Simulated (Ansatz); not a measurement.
A nudged elastic band was laid between two geometries of CH$_{3}$S$_{2}$ (6 atoms, charge 0, multiplicity 2).

Level of theory: UKS r2SCAN-D4/6-31G* (Ansatz 0.2.0).

```json
{"movable images": "5", "climbing image": "yes", "spring": "5.0 eV/Å²", "optimiser": "quadratic models (default)", "start path": "through a guess of the saddle point", "force threshold": "0.03 eV/Å", "iteration limit": "56", "end points": "relaxed"}
```

Initial state:

```xyz
6
Properties=species:S:1:pos:R:3
C -0.344 0.453 -0.191
S 0.024 -0.851 1.037
S 1.633 -1.791 0.375
H -1.231 0.987 0.164
H 0.504 1.140 -0.266
H -0.544 -0.003 -1.165
```

Final state:

```xyz
6
Properties=species:S:1:pos:R:3
C -0.242 0.503 -0.221
S 1.079 -0.327 0.733
S 0.685 -2.264 0.650
H -1.216 0.273 0.220
H -0.050 1.580 -0.167
H -0.215 0.170 -1.262
```

(1) What changes between the two ends?

(2) Give the energies along the band, and the barrier.

(3) What is the geometry of the highest image?

(4) What are the harmonic wavenumbers there?

Results:

(1) No bond is made or broken. The dihedral H6–C1–S2–S3 goes from 61 to -62°. The two ends are copies of one structure, up to a mirror image or an exchange of like atoms.

(2) The forces met the threshold. The highest image is number 3 of 0 to 6, 4.2 kJ/mol above the ends, which have the same energy within 2 meV. A vibrational analysis at the climbing image gives one clearly imaginary mode, 126i cm⁻¹: a first-order saddle point.

| image | path coordinate (Å) | energy (kJ/mol) | dihedral H6–C1–S2–S3 (°) |
| --- | --- | --- | --- |
| 0 | 0.00 | 0.0 | 61 |
| 1 | 0.36 | 1.0 | 41 |
| 2 | 0.73 | 3.2 | 20 |
| 3 | 1.09 | 4.2 | 0 |
| 4 | 1.46 | 3.1 | -21 |
| 5 | 1.83 | 1.0 | -42 |
| 6 | 2.19 | 0.0 | -62 |

(3) 
```xyz
6
Properties=species:S:1:pos:R:3:forces:R:3
C -0.288 0.492 -0.215 -0.02 -0.01 -0.01
S 0.536 -0.410 1.157 0.02 0.01 0.03
S 1.140 -2.151 0.440 -0.01 0.01 -0.01
H -1.324 0.693 0.073 0.00 0.00 -0.01
H 0.237 1.438 -0.385 0.01 -0.02 0.01
H -0.259 -0.126 -1.116 0.00 0.01 -0.01
```

(4) 126i, 270, 594, 675, 938, 979, 1354, 1477, 1485, 3056, 3156, 3184 cm⁻¹.

Time of the run: 6.7 min on 1 thread of Arm Neoverse V1, on a shared host, peak memory 0.16 GiB.
